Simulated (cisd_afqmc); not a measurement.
Input (AFQMC/CISD/cc-pV(T+d)Z; cisd_afqmc is a phaseless AFQMC code with CISD trial states that reads the integrals written by Ansatz): A basis named .json is the Basis Set Exchange file of that set.

Ansatz 0.2 input:
```python
import cisd_afqmc

open("ham.yaml", "w").write("""\
crystal:
  periodic: [false, false, false]
  atoms:
    - {symbol: P, position_ang: [0.00293147, 0.00160888, 0.12817703]}
    - {symbol: H, position_ang: [-0.00384980, 1.18388197, -0.65609339]}
    - {symbol: H, position_ang: [1.01199153, -0.61366513, -0.65676338]}
    - {symbol: H, position_ang: [-1.05211382, -0.59435001, -0.60979871]}
basis:
  gaussian:
    orbitals: cc-pV_T+d_Z.json
magnetization: {spin_polarized: false}
correlation: {method: ccsd, electrons: outside_noble_gas, hamiltonian_folder: ham}
""")
rep = cisd_afqmc.ansatz("ham.yaml")
e_ccsd = rep["correlation"]["coupled_cluster"]["energy"]["hartree"]
out = cisd_afqmc.run("ham", e_ccsd, trial="CISD", walkers=100, populations=8, threads=8, dt=0.005, steps=40, early=24, settle=10, least=32,
    cut=5e-5, rank_cut=2e-4, target=0.0004, seconds=1500, seed=1, memory=17280, gpu=False)
```

Output:

```
orbitals 76, occupied [4], factors 391 of 455, rank of the doubles 116 of 288
E(HF) = -342.489954
E(CCSD) on the cut factors = -342.688482, shift to the whole factors -0.000010
Energy of the trial state on the determinant = -342.688419
  tau behind 7.2 of longer steps, mean of the populations' last blocks
   2.0  -342.69608
   4.0  -342.69606
   6.0  -342.69652
   8.0  -342.69666
blocks 261 (0 outliers left out), error by blocks joined: 1: 0.00013, 2: 0.00017, 4: 0.00020, 8: 0.00024, 16: 0.00026
E(AFQMC/CISD) = -342.69642 +/- 0.00026
```
